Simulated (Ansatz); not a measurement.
Nudged elastic band run: CH₂NS₂, charge -1

The input (input.yaml):

```yaml
crystal:
  periodic: [false, false, false]
  atoms:
    - { symbol: "N", position_ang: [-0.621975, 0.457201, 0.193782] }
    - { symbol: C, position_ang: [0.541511, -0.203014, -0.136321] }
    - { symbol: S, position_ang: [1.457092, -0.795085, 1.176898] }
    - { symbol: S, position_ang: [0.892301, -0.300013, -1.80393] }
    - { symbol: H, position_ang: [-0.975413, 0.281037, 1.124237] }
    - { symbol: H, position_ang: [-1.293526, 0.559874, -0.554667] }
total_charge: -1
basis:
  gaussian: { orbitals: "6-31G*" }
hamiltonian:
  xc: pbe0
neb:
  order_check: false
  images: 8
  f_tol: 0.05
  max_iterations: 60
  climbing: false
  final_atoms:
    - { symbol: "N", position_ang: [-0.76208066, 0.15323758, 0.16984542] }
    - { symbol: C, position_ang: [0.5141359, -0.26272985, -0.14105412] }
    - { symbol: S, position_ang: [1.47927639, -0.74642473, 1.18105351] }
    - { symbol: S, position_ang: [0.91438621, -0.2512663, -1.80029698] }
    - { symbol: H, position_ang: [-1.23192391, 0.69301095, -0.54422423] }
    - { symbol: H, position_ang: [-0.91380393, 0.41417235, 1.13467541] }
  initial_path:
    images:
      - { positions_ang: [[-0.621975, 0.457201, 0.193782], [0.541511, -0.203014, -0.136321], [1.457092, -0.795085, 1.176898], [0.892301, -0.300013, -1.80393], [-0.975413, 0.281037, 1.124237], [-1.293526, 0.559874, -0.554667]] }
      - { positions_ang: [[-0.63804695, 0.43785264, 0.16490201], [0.53688752, -0.20710857, -0.1492333], [1.39274941, -0.87377855, 1.14611897], [0.95937922, -0.21170244, -1.77911051], [-0.91189596, 0.47247752, 1.03295876], [-1.33908326, 0.3822594, -0.41563694]] }
      - { positions_ang: [[-0.65411889, 0.41850427, 0.13602202], [0.53226405, -0.21120314, -0.16214559], [1.32840682, -0.9524721, 1.11533995], [1.02645745, -0.12339189, -1.75429101], [-0.84837891, 0.66391804, 0.94168052], [-1.38464051, 0.20464481, -0.27660688]] }
      - { positions_ang: [[-0.67019084, 0.39915591, 0.10714203], [0.52764057, -0.21529771, -0.17505789], [1.26406422, -1.03116564, 1.08456092], [1.09353567, -0.03508133, -1.72947152], [-0.78486187, 0.85535856, 0.85040227], [-1.43019777, 0.02703021, -0.13757681]] }
      - { positions_ang: [[-0.68626278, 0.37980754, 0.07826204], [0.52301709, -0.21939228, -0.18797019], [1.19972163, -1.10985919, 1.05378189], [1.1606139, 0.05322923, -1.70465202], [-0.72134482, 1.04679908, 0.75912403], [-1.47575502, -0.15058438, 0.00145325]] }
      - { positions_ang: [[-0.70183008, 0.34603383, 0.07560242], [0.51997542, -0.22602737, -0.18849609], [1.20218656, -1.10445249, 1.05424361], [1.16306781, 0.05864553, -1.70424835], [-0.74984603, 1.09257397, 0.57373945], [-1.43356368, -0.16677346, 0.18915796]] }
      - { positions_ang: [[-0.71689272, 0.29783477, 0.09916317], [0.51851554, -0.23520299, -0.1766356], [1.27145902, -1.01494555, 1.08594609], [1.10089741, -0.01883243, -1.72826051], [-0.8703655, 0.99268321, 0.29424853], [-1.30362374, -0.021537, 0.42553732]] }
      - { positions_ang: [[-0.73195537, 0.2496357, 0.12272392], [0.51705566, -0.24437861, -0.16477511], [1.34073148, -0.92543861, 1.11764856], [1.03872701, -0.09631039, -1.75227266], [-0.99088497, 0.89279246, 0.01475761], [-1.17368381, 0.12369945, 0.66191668]] }
      - { positions_ang: [[-0.74701802, 0.20143664, 0.14628467], [0.51559578, -0.25355423, -0.15291461], [1.41000393, -0.83593167, 1.14935103], [0.97655661, -0.17378834, -1.77628482], [-1.11140444, 0.7929017, -0.26473331], [-1.04374387, 0.2689359, 0.89829605]] }
      - { positions_ang: [[-0.76208066, 0.15323758, 0.16984542], [0.5141359, -0.26272985, -0.14105412], [1.47927639, -0.74642473, 1.18105351], [0.91438621, -0.2512663, -1.80029698], [-1.23192391, 0.69301095, -0.54422423], [-0.91380393, 0.41417235, 1.13467541]] }
```

Command:

```bash
$ ansatz run input.yaml --threads 1 --pin off --max-ram 2048MiB --backend cpu --events-out ev --progress --plain --runs-dir out
```

Output, in part (warnings, iteration lines, the closing report on the highest movable image, with atoms numbered from 0; the dipole of an ion depends on the origin):

```
NEB end point (image 0): max|allowed force component| = 4.950e-3 eV/Å (the criterion of neb.relax_end_points is 1.000e-2)
NEB end point (image 9): max|allowed force component| = 1.001e-2 eV/Å (the criterion of neb.relax_end_points is 1.000e-2)
NEB iter   1: max|band force component| = 4.154e1 eV/Å  barrier→ = 10.0618 eV  barrier← = 10.0618 eV  Δτ_max = 0.2000 Å  (263 SCF iters)
NEB iter   2: max|band force component| = 6.780e0 eV/Å  barrier→ = 2.1718 eV  barrier← = 2.1718 eV  Δτ_max = 0.1953 Å  (261 SCF iters)
NEB iter   3: max|band force component| = 4.200e0 eV/Å  barrier→ = 1.1280 eV  barrier← = 1.1280 eV  Δτ_max = 0.1984 Å  (258 SCF iters)
NEB iter   4: max|band force component| = 1.405e0 eV/Å  barrier→ = 0.7712 eV  barrier← = 0.7712 eV  Δτ_max = 0.1024 Å  (256 SCF iters)
NEB iter   5: max|band force component| = 1.093e0 eV/Å  barrier→ = 0.7199 eV  barrier← = 0.7199 eV  Δτ_max = 0.0626 Å  (249 SCF iters)
NEB iter   6: max|band force component| = 5.232e-1 eV/Å  barrier→ = 0.6757 eV  barrier← = 0.6757 eV  Δτ_max = 0.0455 Å  (248 SCF iters)
NEB iter   7: max|band force component| = 4.151e-1 eV/Å  barrier→ = 0.6703 eV  barrier← = 0.6703 eV  Δτ_max = 0.0225 Å  (244 SCF iters)
NEB iter   8: max|band force component| = 2.388e-1 eV/Å  barrier→ = 0.6695 eV  barrier← = 0.6695 eV  Δτ_max = 0.0158 Å  (220 SCF iters)
NEB iter   9: max|band force component| = 1.023e-1 eV/Å  barrier→ = 0.6692 eV  barrier← = 0.6692 eV  Δτ_max = 0.0048 Å  (213 SCF iters)
NEB iter  10: max|band force component| = 2.889e-2 eV/Å  barrier→ = 0.6691 eV  barrier← = 0.6691 eV  Δτ_max = 0.0000 Å  (398 SCF iters)
Total energy: -24219.77939650 eV, -890.0604760651 hartree
Atom 0 at    -0.757894     0.518911    -0.058256 Å, force     0.019555     0.035845     0.014589 eV/Å
Atom 1 at     0.524508    -0.172250    -0.243008 Å, force     0.006375     0.009289     0.005353 eV/Å
Atom 2 at     1.117352    -1.056671     1.083393 Å, force     0.027423     0.048007     0.021569 eV/Å
Atom 3 at     1.236175     0.005050    -1.752889 Å, force    -0.028785    -0.050751    -0.023782 eV/Å
Atom 4 at    -0.687645     0.938153     0.870527 Å, force    -0.004103    -0.065090     0.080561 eV/Å
Atom 5 at    -1.432506    -0.233193     0.100233 Å, force    -0.020465     0.022701    -0.098289 eV/Å
Dipole moment:    -0.512352     0.109668     0.283922 e Å
```

The forces met the threshold. No image climbed, so the highest image needn't sit at the top of the path. Limits of this set-up: an anion without diffuse functions.

Final band (atoms are numbered from 1 in the order of the input):

```json
{"image": "0", "path coordinate (Å)": "0.00", "energy (kcal/mol)": "0.0", "dihedral H5–N1–C2–S3 (°)": "-19"}
{"image": "1", "path coordinate (Å)": "0.38", "energy (kcal/mol)": "2.3", "dihedral H5–N1–C2–S3 (°)": "-5"}
{"image": "2", "path coordinate (Å)": "0.77", "energy (kcal/mol)": "7.4", "dihedral H5–N1–C2–S3 (°)": "9"}
{"image": "3", "path coordinate (Å)": "1.15", "energy (kcal/mol)": "12.5", "dihedral H5–N1–C2–S3 (°)": "25"}
{"image": "4", "path coordinate (Å)": "1.53", "energy (kcal/mol)": "15.4", "dihedral H5–N1–C2–S3 (°)": "43"}
{"image": "5", "path coordinate (Å)": "1.92", "energy (kcal/mol)": "15.4", "dihedral H5–N1–C2–S3 (°)": "64"}
{"image": "6", "path coordinate (Å)": "2.30", "energy (kcal/mol)": "12.4", "dihedral H5–N1–C2–S3 (°)": "86"}
{"image": "7", "path coordinate (Å)": "2.68", "energy (kcal/mol)": "7.4", "dihedral H5–N1–C2–S3 (°)": "110"}
{"image": "8", "path coordinate (Å)": "3.06", "energy (kcal/mol)": "2.3", "dihedral H5–N1–C2–S3 (°)": "136"}
{"image": "9", "path coordinate (Å)": "3.45", "energy (kcal/mol)": "0.0", "dihedral H5–N1–C2–S3 (°)": "162"}
```

The run took 3.6 min on 1 thread of Intel(R) Xeon(R) Processor @ 2.70GHz (shared host), peak memory 0.15 GiB.
